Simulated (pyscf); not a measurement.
Single points on ωB97X-D3(BJ)/def2-SVP structures (PySCF, gas phase).

Task: Estimate the classical barrier height and the reaction energy of HO–Ge(OH)(OH)–OH + H₂C=C(CH₃)–CH₃ → H₃C–C(CH₃)(CH₃)–O–Ge(OH)(OH)–OH at PBE/def2-TZVP. The step runs on the singlet surface, breaks H–O and forms C–O, C–H; take the separated reactants as zero.

Result: ΔE‡ = 152.4 kJ/mol, ΔE = -52.7 kJ/mol. ωB97M-D3(BJ)/def2-TZVP gives 170.8 kJ/mol and -70.6 kJ/mol. Zero-point energy shifts the barrier by -5.9 kJ/mol. It is an addition across a multiple bond or ene-type step, with an imaginary mode of 1467i cm⁻¹. On the reactant side the descent ends in a complex, 28.7 kJ/mol under the separated species and 197.4 kJ/mol under the saddle at ωB97X-D3(BJ)/def2-TZVP. One saddle was located; it need not be the lowest between these sides. Elements up to Kr have no core potential and no relativistic terms here.
